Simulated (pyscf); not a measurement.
**Addition across a multiple bond or ene-type step: HN=Si: (SMILES N=[Si]) [singlet] + HCl (SMILES Cl) → H₂N–Si:–Cl (SMILES N[Si]Cl) [singlet]**

Gas phase, singlet surface, charge 0. Bonds broken: Cl4–H5. Bonds formed: N1–H5, Si2–Cl4. PySCF, gas phase, ωB97X-D3(BJ)/def2-SVP geometries. Correlated levels are frozen-core, on RHF or UHF. ΔMP2 is the change of the MP2 total energy from the triple- to the quadruple-zeta basis.

Transition state (Å):

```xyz
5

N     -0.3882    -0.6660     0.7107
Si    -1.0752     0.4141     1.6714
H      0.3383    -1.3434     0.5229
Cl    -2.6559     0.3655    -0.6191
H     -1.4680    -0.3742    -0.2776
```

One imaginary mode, 794i cm⁻¹; descent along it reached the two sides named, in the forms told below.

```
bond     change  reactant side (Å)  saddle  product side
-------  ------  -----------------  ------  ------------
Cl4–H5   breaks              1.296   1.440           2.9
N1–H5     forms              2.108   1.493         1.017
Si2–Cl4   forms                3.7     2.8         2.112
```

Electronic energies relative to the separated reactants (kJ/mol):

| level | barrier | reaction energy | reverse barrier |
|---|---|---|---|
| ωB97X-D3(BJ)/def2-TZVP | 9.8 | -232.0 | 241.8 |
| PBE/def2-TZVP | -0.8 | -209.3 | 208.4 |
| r²SCAN/def2-TZVP | 5.6 | -217.6 | 223.2 |
| B3LYP-D3(BJ)/def2-TZVP | 10.0 | -211.8 | 221.9 |
| PBE0-D3(BJ)/def2-TZVP | 1.3 | -227.4 | 228.7 |
| M06-2X/def2-TZVP | 14.1 | -219.5 | 233.5 |
| ωB97M-D3(BJ)/def2-TZVP | 16.6 | -212.3 | 228.9 |
| HF/def2-TZVP | 62.2 | -216.2 | 278.4 |
| MP2/def2-QZVPP | 24.4 | -199.3 | 223.7 |
| CCSD/def2-TZVPP | 39.6 | -200.3 | 239.9 |
| CCSD(T)/def2-TZVPP | 34.1 | -194.7 | 228.8 |
| CCSD(T)/def2-TZVPP + ΔMP2(QZVPP) | 30.9 | -198.8 | 229.8 |

With CCSD(T)/def2-TZVPP + ΔMP2(QZVPP) energies and thermal terms (ideal gas, 1 atm, RRHO with modes under 100 cm⁻¹ raised to 100, one conformer, R ln 2 for chiral ones without a mode under 150 cm⁻¹), in kJ/mol:

```csv
T (K),ΔH‡,ΔG‡,ΔH,ΔG
298,24.0,59.5,-186.1,-149.9
600,23.0,96.1,-186.5,-112.9
900,23.6,132.5,-185.5,-76.3
1200,24.5,168.7,-184.0,-40.2
```

On the reactant side the descent ends in a complex, 19.9 kJ/mol under the separated species and 29.7 kJ/mol under the saddle at ωB97X-D3(BJ)/def2-TZVP. At PBE the saddle lies under the separated reactants, which points to a path from their complex (located at ωB97X-D3(BJ) alone). One saddle was located; it need not be the lowest between these sides. The CCSD(T) − MP2 part came from Ansatz, without density fitting, on the same reference.
